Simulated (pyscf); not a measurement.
Optimised with ωB97X-D3(BJ)/def2-SVP in PySCF. Correlated levels are frozen-core, on RHF or UHF. ΔMP2 is the change of the MP2 total energy from the triple- to the quadruple-zeta basis.

Estimate the classical barrier height and the reaction energy of HO–Mg–SH + water (H₂O) -> HO–Mg–OH + H₂S at CCSD(T)/def2-TZVPP + ΔMP2(QZVPP). The step runs on the singlet surface, breaks Mg–S, H–O and forms Mg–O, H–S; take the separated reactants as zero.

ΔE‡ = -26.6 kJ/mol, ΔE = +16.8 kJ/mol. Zero-point energy shifts the barrier by -2.5 kJ/mol. It is a four-centre exchange, with an imaginary mode of 434i cm⁻¹. On the reactant side the descent ends in an adduct with a Mg–O contact (not fully relaxed), 98.9 kJ/mol under the separated species and 63.0 kJ/mol under the saddle at ωB97X-D3(BJ)/def2-TZVP. On the product side the descent ends in an adduct with a Mg–S contact, 67.4 kJ/mol under the separated species and 9.4 kJ/mol under the saddle at ωB97X-D3(BJ)/def2-TZVP. At CCSD(T) the saddle lies under the separated reactants, which points to a path from their complex (located at ωB97X-D3(BJ) alone). At CCSD(T) the saddle lies under the separated products, which points to a path from their complex (located at ωB97X-D3(BJ) alone), and parting the products costs more than the saddle. What is counted as formed (Mg–O) is already present as a longer contact in the reactant adduct; forming that adduct is a step of its own. What is counted as broken (Mg–S) persists as a longer contact in the product adduct; parting that adduct is a step of its own. At ωB97X-D3(BJ) the barrier from the zero used here is -35.9 kJ/mol. One saddle was located; it need not be the lowest between these sides. The CCSD(T) − MP2 part came from Ansatz, without density fitting, on the same reference. The frozen core leaves the outer d or s,p core shells of the metals and heavy elements correlated in the MP2 and CC values, and def2-TZVPP describes them poorly, which can shift differences by a few kcal/mol.
